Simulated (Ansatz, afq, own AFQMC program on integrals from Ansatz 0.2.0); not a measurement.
# Where AFQMC and coupled cluster stand for AlSiH2, doublet

```yaml
atoms:
  - { symbol: Si, position_ang: [-0.0563, 0.0000, 1.1568] }
  - { symbol: Al, position_ang: [0.0305, 0.0000, -1.3507] }
  - { symbol: H, position_ang: [0.3768, -1.1894, 1.9627] }
  - { symbol: H, position_ang: [0.3768, 1.1894, 1.9627] }
```

Connectivity, by distances: SiH2–Al.

Basis cc-pVDZ. Noble-gas cores (and the filled d shells of Ga–Kr and In–Xe) are frozen. Ansatz 0.2.0 and our own AFQMC program on the same integrals; the CISD trial comes from CCSD amplitudes, and released means the phaseless constraint is let go. ± is one standard error of the sampling.

Determinant: ROHF, the one that the program's search chose, which needn't be the lowest solution. The geometry is a PBE0/def2-TZVP stationary point of this or a neighbouring charge and spin state.

No full CI on the walks' own integrals is used here; CCSDT(Q) serves as the reference and is uncertain by about the last step of the cluster series.

Cautions: higher spins were not checked; a spin-contaminated unrestricted determinant lies lower (UHF 188 meV lower, ⟨S²⟩ 0.98); the released energies are still falling, so no released level is given (meV from the phaseless value at times in 1/Eh: -16 ± 13 at 0.24, -1 ± 9 at 0.51, -18 ± 9 at 0.99, -23 ± 9 at 1.62, -34 ± 11 at 2.40), though the last usable value meets CCSDT(Q) within the noise.

The T1 diagnostic is 0.0383 and the weight of the determinant in the CISD state is 0.841. The size of the correlated space is 9 electrons in 36 orbitals.

```csv
level,correlation energy (eV)
MP2,-3.6627
CCSD,-4.7294
CCSD(T),-4.8699
```

(1) Estimate where phaseless AFQMC with a CISD trial lies against CCSD(T) on the same integrals.

(1) 0.43 ± 0.32 kcal/mol below CCSD(T). The gap is under twice the noise, so this walk alone can't tell the two apart.

Reference: CCSDT(Q), correlation energy -4.916 eV.

```
        level  E − E(reference) (kcal/mol)  share of correlation (%)
      CCSD(T)                         1.07                     99.06
        CCSDT                         0.18                     99.84
ph-AFQMC/CISD                  0.63 ± 0.32                     99.44
```

A walk keeps the symmetry of its determinant, which the program's search chose and which needn't be the lowest solution, so a lower state of the same spin and another symmetry isn't excluded.
